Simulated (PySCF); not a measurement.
Stationary points of B₂H₆

All numbers come from PBE0 in PySCF with B def2-TZVP, H def2-TZVP; no relativity; density-fitted integrals.

Relaxations began from a few typed shapes. The search is not exhaustive: other isomers or separated fragments can lie lower, and high-lying points may rest on an excited occupation.

Task: Order these stationary points by electronic energy, lowest first, in kJ/mol from the lowest minimum.
A. singlet C2h: B–H 1.194 Å (×6); H–B–H 120.0° (×6)
B. singlet D2h: B–H 1.191 Å (×4), B–H 1.314 Å (×4); B–H–B 83.3° (×2), H–B–H 96.7° (×2), H–B–H 108.9° (×8), H–B–H 121.7° (×2)

Result: B (0.0), A (205.9).

Task: Which of them are minima?

Result: By energy in kJ/mol, 0.0: minimum; 205.9: not settled, its softest mode being under 30 cm⁻¹.
